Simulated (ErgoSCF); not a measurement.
# One shape, several levels: AlF2 (SMILES [F][Al][F])

Wanted: a comparison of 6 runs (UHF/3-21G, UHF/def2-SVP, UB3LYP/6-31G*, UCAM-B3LYP/cc-pVDZ, UPBE/def2-SVP, UPBE0/def2-SVP) of AlF2. 

Program for the calculation: ErgoSCF 3.8.

2 further runs of the same task are left out: 1 that didn't finish, 1 set aside as unsound or not needed.

## 1. The molecule

AlF2 has 3 atoms, charge 0, and is taken as a doublet. SMILES: `[F][Al][F]`. Geometry: relaxed at PBE0-D4/def2-TZVP.

Bond lengths: F1–Al2 1.647 Å, Al2–F3 1.647 Å. Angles: F1–Al2–F3 119.7°.

## 2. The energy at UHF/3-21G (run 1)

input.ego

```
set_nthreads("env")
molecule_inline
F    1.00722402  -2.57229520   0.25775864
Al   0.73453654   0.52043057   0.46336085
F   -1.76216961   1.92941037  -0.74606387
EOF
scf.max_number_of_iterations = 120
tmpdir = "."
basis = "3-21G"
scf.use_diagonalization = 1
scf.output_mulliken_pop = 1
spin_polarization = 1
run "HF"
```

The basis set 3-21G is read from a file made from the Basis Set Exchange's data (not shown).

Run with:

```sh
$ ergo input.ego
```

Log:

```text
[...]
INSC SCF_general constructor, number of basis functions: 31
[...]
INSC Energy   1 =       -302.66056354564
[...]
INDE E_LUMO =          0.00590657526
[...]
INSC Energy  14 =       -438.50614449380  ( diff     -0.000000000001592 )
[...]
RESC CONVERGED after  14 iterations.
RESC FINAL ENERGY:       -438.50614449380
RESC FINAL <S2> =          0.75216625913
[...]
INSC SCF: dipole_moment_x [atomic units] =       0.66974756
INSC SCF: dipole_moment_y [atomic units] =       0.50705572
INSC SCF: dipole_moment_z [atomic units] =       0.42612626
[...]
```

It took 1.4 s on 1 thread of Arm Neoverse V2, shared host.

## 3. A single-point energy at UHF/def2-SVP (run 2)

input.xyz

```xyz
3

F      0.533000    -1.361200     0.136400
Al     0.388700     0.275400     0.245200
F     -0.932500     1.021000    -0.394800
```

ergo.in

```
# AlF2, HF
set_nthreads("env")
molecule "input.xyz"
basis = "def2-SVP"
tmpdir = "."
scf.max_number_of_iterations = 120
spin_polarization = 1
scf.output_mulliken_pop = 1
scf.use_diagonalization = 1
run "HF"
```

The basis set def2-SVP is read from a file made from the Basis Set Exchange's data (not shown).

Run with:

```sh
$ ergo < ergo.in
```

Log:

```text
[...]
INSC SCF_general constructor, number of basis functions: 46
[...]
INSC Energy   1 =       -225.46466154875
[...]
INDE E_LUMO =          0.00508945329
[...]
INSC Energy  15 =       -440.67060255374  ( diff      0.000000000000341 )
[...]
RESC CONVERGED after  15 iterations.
RESC FINAL ENERGY:       -440.67060255374
RESC FINAL <S2> =          0.75135210049
[...]
INSC SCF: dipole_moment_x [atomic units] =       0.60063527
INSC SCF: dipole_moment_y [atomic units] =       0.45473782
INSC SCF: dipole_moment_z [atomic units] =       0.38215431
[...]
```

Wall time 6 s (1 thread of Arm Neoverse V2, shared host).

Runs 3 to 4 aren't shown in full; the table further down has their settings and results.

## 4. The energy at UPBE/def2-SVP (run 5)

molecule.xyz

```xyz
3
AlF2
F      0.533000    -1.361200     0.136400
Al     0.388700     0.275400     0.245200
F     -0.932500     1.021000    -0.394800
```

job.ego

```
# AlF2
set_nthreads(1)
molecule "molecule.xyz"
basis = "def2-SVP"
XC.sparse_mode = 0
scf.max_number_of_iterations = 120
XC.angint = 41
tmpdir = "."
scf.use_diagonalization = 1
spin_polarization = 1
scf.output_mulliken_pop = 1
XC.radint = 1e-11
run "PBE"
```

The basis set def2-SVP is read from a file made from the Basis Set Exchange's data (not shown).

Run with:

```sh
$ ergo < job.ego
```

Log:

```text
[...]
INDF Weighted mixed functional:
[...]
INSC Energy   1 =       -235.12246382997
[...]
INDE E_LUMO =         -0.15112407994
[...]
INSC Energy  29 =       -441.65039148249  ( diff     -0.000000000000455 )
[...]
RESC CONVERGED after  29 iterations.
RESC FINAL ENERGY:       -441.65039148249
RESC FINAL <S2> =          0.75110789482
[...]
INSC SCF: dipole_moment_x [atomic units] =       0.43772299
INSC SCF: dipole_moment_y [atomic units] =       0.33139803
INSC SCF: dipole_moment_z [atomic units] =       0.27850140
[...]
```

Run time: 8.4 s. Hardware: 1 thread of Arm Neoverse V2, shared host.

## 5. A single-point energy at UPBE0/def2-SVP (run 6)

mol.xyz

```xyz
3

F      0.533000    -1.361200     0.136400
Al     0.388700     0.275400     0.245200
F     -0.932500     1.021000    -0.394800
```

run.inp

```
set_nthreads(1)
XC.angint = 41
charge = 0
scf.max_number_of_iterations = 120
tmpdir = "."
scf.output_mulliken_pop = 1
scf.use_diagonalization = 1
XC.sparse_mode = 0
basis = "def2-SVP"
spin_polarization = 1
XC.radint = 1e-11
molecule "mol.xyz"
run "PBE0"
```

The basis set def2-SVP is read from a file made from the Basis Set Exchange's data (not shown).

Run with:

```sh
$ ergo run.inp
```

Log:

```text
[...]
INDF Weighted mixed functional:
[...]
INSC Energy   1 =       -232.99836491565
[...]
INDE E_LUMO =         -0.12022210079
[...]
INSC Energy  17 =       -441.67174424567  ( diff     -0.000000000004320 )
[...]
RESC CONVERGED after  17 iterations.
RESC FINAL ENERGY:       -441.67174424567
RESC FINAL <S2> =          0.75105244097
[...]
INSC SCF: dipole_moment_x [atomic units] =       0.50425932
INSC SCF: dipole_moment_y [atomic units] =       0.38177269
INSC SCF: dipole_moment_z [atomic units] =       0.32083512
[...]
```

Wall time 9.6 s (1 thread of Arm Neoverse V2, shared host).

## 6. Overview of the runs

```tsv
run	level	integration grid	radint	energy (Eh)	dipole moment (D)	⟨S²⟩	wall time
1	UHF/3-21G	–	–	-438.506144	2.39	0.752	1.4 s
2	UHF/def2-SVP	–	–	-440.670603	2.15	0.751	6 s
3	UB3LYP/6-31G* (spherical functions)	Turbo	1e-11	-442.208383	1.71	0.751	12 s
4	UCAM-B3LYP/cc-pVDZ	Turbo	1e-11	-442.171313	1.87	0.751	23 s
5	UPBE/def2-SVP	Turbo	1e-11	-441.650391	1.56	0.751	8.4 s
6	UPBE0/def2-SVP	Turbo	1e-11	-441.671744	1.80	0.751	9.6 s
```

## 7. What came out

| quantity | value |
| --- | --- |
| run 6: total energy | -441.67174 Eh |
| run 6: dipole moment | 1.80 D |
| run 6: ⟨S²⟩ | 0.751 |

The dipole moment (its size) runs from 1.56 D (UPBE/def2-SVP) to 2.39 D (UHF/3-21G). The two ends differ in method and basis. Totals of different functionals can't be ranked against each other. All runs together took 61 s, the longest 23 s.
